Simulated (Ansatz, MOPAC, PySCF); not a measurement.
System: C2H6N, charge 0, multiplicity 2. SMILES: N(C)[CH2]
Geometry: optimised at B3LYP-D3(BJ)/def2-TZVP (Ansatz, an electronic-structure program).

Wanted: size of the dipole moment, in D. Set-up: LANL2DZ all-electron up to Ne; no dispersion term unless named; no spin-orbit coupling; UHF or UKS for open shells; non-relativistic; six Cartesian d functions in 6-31G* and its kin unless marked 5d. First-principles rows: single points at B3LYP-D3(BJ) geometries (Ansatz). Semi-empirical rows: dipoles at the shared geometry.

```json
[
 {"level": "AM1", "program": "MOPAC", "size of the dipole moment (D)": "0.96"},
 {"level": "MNDO", "program": "MOPAC", "size of the dipole moment (D)": "0.81"},
 {"level": "PBE/def2-SVP", "program": "Ansatz", "size of the dipole moment (D)": "1.33"},
 {"level": "BP86/def2-SVP", "program": "PySCF", "size of the dipole moment (D)": "1.34"},
 {"level": "B3LYP/LANL2DZ", "program": "Ansatz", "size of the dipole moment (D)": "1.40"},
 {"level": "M06-2X/6-31G* (5d)", "program": "PySCF", "size of the dipole moment (D)": "1.17"}
]
```

No value to compare with is used here. The 6 habitual levels span 0.81 (MNDO) to 1.40 D (B3LYP/LANL2DZ).

The levels are drawn from those run, B3LYP/6-31G* more often than the rest, none by its result; runs whose electronic state is in doubt are left out.
